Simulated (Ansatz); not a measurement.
# SiHS (sextet): wave-function methods side by side, def2-QZVPP

The task here is to estimate one member of a computed series from the others.

Computed with Ansatz 0.2.0, Gaussian basis. Level: def2-QZVPP, core rule «outside noble gas», up to 10 orbitals frozen.

To be run: UHF; ROHF; CCSD(T) on UHF.

### The geometry

The geometry is a PBE0/def2-TZVP stationary point (not a proven minimum) of the parent state, kept for this charge and spin.

3 atoms, charge 0, spin multiplicity 6.

Atoms are counted from 1 here; the program's logs count them from 0.

Bond lengths: Si1–S2 2.172 Å, Si1–H3 1.496 Å. Angles: S2–Si1–H3 117.1°.

The first run:

Input file in.yaml:

```yaml
crystal:
  periodic: [false, false, false]
  atoms:
    - {symbol: Si, position_ang: [0.000000, -0.094141, 1.124038]}
    - {symbol: S, position_ang: [0.000000, 0.044996, -1.043902]}
    - {symbol: H, position_ang: [0.000000, 1.191747, 1.888549]}
basis:
  gaussian: {orbitals: "def2-QZVPP.json"}
magnetization: {spin_polarized: true, initial_magnetization: 5}
hamiltonian: {xc: hf}
output: {orbitals: {seedname: orbitals}}
```

Launch:

```
> ansatz run in.yaml --threads 1 --pin off --events-out ev --progress --plain --max-ram 2393MiB
```

Steps of the session up to this table: UHF; ROHF; CCSD(T) on UHF.

One table of the session follows, with a row left open; its other results are not shown here.

| method | from UCCSD(T) (meV) |
| --- | --- |
| ROHF | +7417.3 |
| UHF | ? |
| UMP2 | +1296.0 |
| UCCSD | +324.6 |
| UCCSD(T) | 0 |

**Question.** Estimate the row for UHF.

The run gave: from UCCSD(T) (meV): +7205.2. In the column «from UCCSD(T) (meV)» it lies between UMP2 (+1296.0) and ROHF (+7417.3).
